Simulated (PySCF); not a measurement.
P₂, SMILES P#P. Atoms are numbered in the order given.

```xyz
2

P      0.0000     0.0000    -0.9442
P      0.0000     0.0000     0.9442
```

Geometry: B3LYP-D3(BJ)/def2-TZVPD.

Calculation: PySCF with PBE/pcJ-2.

Isotropic couplings with Fermi-contact, spin-dipole and both spin-orbit terms, one fixed conformer, no vibrational averaging. Isotopes: 31P.

Computed spin–spin coupling constants:
| pair | bonds apart | J (Hz) |
|---|---|---|
| P1–P2 | 1 | -466.7 |
